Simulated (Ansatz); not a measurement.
Relaxation of CH₄F (6 atoms, charge -1, multiplicity 1), to a largest force component of 0.02 eV/Å in at most 40 steps.

These are results of RKS PBE0/def2-SVP in Ansatz 0.2.0, not measurements.

```xyz
6
Properties=species:S:1:pos:R:3
F -1.062 0.258 -2.187
C 0.215 -0.052 0.441
H -0.428 0.359 1.211
H 1.164 0.473 0.440
H -0.272 0.069 -0.538
H 0.384 -1.106 0.632
```

Where does it end, and by what steps?

The forces met the threshold. Limits of this set-up: an anion without diffuse functions, the dipole of an ion depends on the origin. After 4 steps the energy has fallen by 0.107 eV; F1 moved furthest, 0.19 Å.

```
step  energy less start (eV)  largest force component (eV/Å)  accepted
   0                  0.0000                           1.235       yes
   1                 -0.0578                           0.666       yes
   2                 -0.0921                           0.640       yes
   3                 -0.1059                           0.062       yes
   4                 -0.1069                           0.013       yes
```

```xyz
6
Properties=species:S:1:pos:R:3
F -0.986 0.241 -2.015
C 0.194 -0.048 0.396
H -0.436 0.363 1.210
H 1.169 0.476 0.444
H -0.326 0.079 -0.671
H 0.384 -1.112 0.637
```

Whether the end is a true minimum wasn't checked by a vibrational analysis.

The run took 4.6 s on 1 CPU thread of a shared host.
